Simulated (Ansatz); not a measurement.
Stepwise reaction of `BCl` with hydrogen chloride, as a gas-phase model of exchange steps in deposition or etching. ΔE in kJ/mol; ΔG adds harmonic PBE0-D4 terms to CCSD(T)/CBS, at 1 bar.

Program: Ansatz. Geometries: PBE0-D4/def2-TZVP. ΔE: electronic, gas phase. CCSD(T)/CBS adds triple-zeta CCSD(T) − MP2 to the extrapolated MP2 energy (def2 sets, frozen cores). This one scheme is used for every species. DFT in def2-TZVPP. B3LYP here is the variant with VWN-RPA as its local correlation; programs differ in this.

| step | reaction | PBE-D4 | B3LYP-D4 | ωB97M-V | CCSD(T)/CBS | ΔG(400 K) |
| --- | --- | --- | --- | --- | --- | --- |
| 1 | `BCl` + HCl → `ClBCl` + H₂ | -80.0 | -71.7 | -72.2 | -70.2 | -67.8 |

(1) Give the row of step 2, `ClBCl` + HCl → `ClB(Cl)Cl` + H₂. (Estimate.)

(2) By hand: ΔE of the 2 steps together at CCSD(T)/CBS.

## Answers

(1) Computed: 
```tsv
step	reaction	PBE-D4	B3LYP-D4	ωB97M-V	CCSD(T)/CBS	ΔG(400 K)
2	`ClBCl` + HCl → `ClB(Cl)Cl` + H₂	-61.1	-53.9	-54.7	-52.0	-46.4
```

(2) (-70.2) + (-52.0) = -122.2 kJ/mol, or -61.1 kJ/mol a step.

In ΔE each step is higher than the one before. All are downhill at CCSD(T)/CBS. ΔG lies between -67.8 and -46.4 kJ/mol a step. PBE-D4 differs from CCSD(T)/CBS by -9.8 to -9.1 kJ/mol a step. Isolated molecules leave out the surface, adducts and barriers. Largest T1 diagnostic: 0.012.
